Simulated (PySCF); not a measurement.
How the method moves the bond dissociation enthalpies of ethylene

Structure: `C=C` (C2H4). Optimised structure (Å), atoms numbered from 1:
```
C    -0.6631   -0.0377   -0.0138
C     0.6653    0.0388   -0.0006
H    -1.2913    0.8473    0.1272
H    -1.1826   -0.9888   -0.1659
H     1.2934   -0.8461   -0.1415
H     1.1847    0.9899    0.1516
```

All levels share the PBE0-D3(BJ)/def2-SVP structures and the PBE0-D3(BJ)/def2-SVP thermal terms; only the single-point energies (PySCF) change. Values are bond dissociation enthalpies (298 K, kJ/mol).

```csv
level,C1–H,abs. error,time
HF/def2-TZVP,346,117.1,0.73 s
r2SCAN-D3(BJ)/def2-TZVP (grid 3),438,24.4,7.8 s
M06-L/def2-TZVP (grid 3),441,21.8,9 s
PBE0-D3(BJ)/def2-SV(P),441,21.3,1.1 s
OPBE/def2-TZVP,444,19.0,3.8 s
HSE06/def2-TZVP,444,19.0,5.2 s
PBE0-D3(BJ)/aug-cc-pVDZ,444,18.6,2 s
LC-ωPBE/def2-TZVP,444,18.4,5 s
PBE0-D3(BJ)/cc-pVDZ,444,18.3,1.2 s
PBE-D3(BJ)/def2-TZVP,445,17.6,3.6 s
PBE0-D3(BJ)/aug-pcseg-1,446,16.8,2.1 s
PBE0-D3(BJ)/def2-TZVPD,446,16.6,3 s
PBE0-D3(BJ)/ma-def2-TZVP,446,16.6,2.5 s
PBE0-D3(BJ)/def2-TZVP,446,16.5,–
PBE0-D3(BJ)/aug-cc-pVTZ,446,16.3,6.7 s
PBE0-D3(BJ)/ma-def2-SVP,447,16.2,1.4 s
PBE0-D3(BJ)/6-311+G**,447,16.1,1.8 s
PBE0-D3(BJ)/def2-QZVPPD,447,16.1,13 s
PBE0-D3(BJ)/def2-QZVP,447,16.0,10 s
PBE0-D3(BJ)/jun-cc-pV(T+d)Z,447,16.0,4 s
PBE0-D3(BJ)/def2-SVP,447,15.8,1.2 s
PBE0-D3(BJ)/def2-TZVPP,447,15.7,3.2 s
PBE0-D3(BJ)/pcseg-2,447,15.7,3.1 s
PBE0-D3(BJ)/cc-pVTZ,447,15.5,3.1 s
PBE0-D3(BJ)/pcseg-1,447,15.4,1.3 s
"PBE0-D3(BJ)/6-311++G(2d,2p)",447,15.4,2.5 s
PBE0-D3(BJ)/def2-SVPD,447,15.2,1.9 s
BLYP-D3(BJ)/def2-TZVP,448,15.1,3.8 s
M06/def2-TZVP (grid 3),449,14.2,7.4 s
PBE0-D3(BJ)/6-31+G*,449,13.8,1.2 s
BHandHLYP/def2-TZVP,450,12.6,2.4 s
PBE0-D3(BJ)/6-31G*,451,11.9,1 s
B97-2/def2-TZVP,451,11.6,2.3 s
PBE0-D3(BJ)/6-31G,452,10.4,0.92 s
TPSS-D3(BJ)/def2-TZVP (grid 3),453,10.0,7 s
TPSSh-D3(BJ)/def2-TZVP (grid 3),454,9.1,6.1 s
B3LYP-D3(BJ)/def2-TZVP,455,7.6,2.3 s
M06-2X/def2-TZVP (grid 3),455,7.2,7.1 s
CAM-B3LYP-D3(BJ)/def2-TZVP,456,6.2,2.7 s
BP86-D3(BJ)/def2-TZVP,457,6.0,3.7 s
ωB97X-D3(BJ)/def2-TZVP,459,3.4,2.8 s
ωB97M-D3(BJ)/def2-TZVP (grid 3),462,1.1,5.6 s
LDA/def2-TZVP,492,29.3,3 s
ATcT 1.112,463,,
```

Times are wall times for all single points of a level on 1 thread of Arm Neoverse V1, a shared host; the dash marks the run that also made the structures. BLYP, BP86, HSE06, LC-ωPBE, LDA, M06-L, OPBE, PBE, TPSS, r2SCAN ran on a slower path of this set-up, which computes the density-fitting integrals anew in every SCF cycle while the other levels store them. So the times needn't show the usual order of cost, and those levels read slower than they are.

Hartree-Fock leaves out electron correlation, so its bond energies come out too low, often by 100 kJ/mol or more.

The spread: 146 kJ/mol, from 346 to 492.
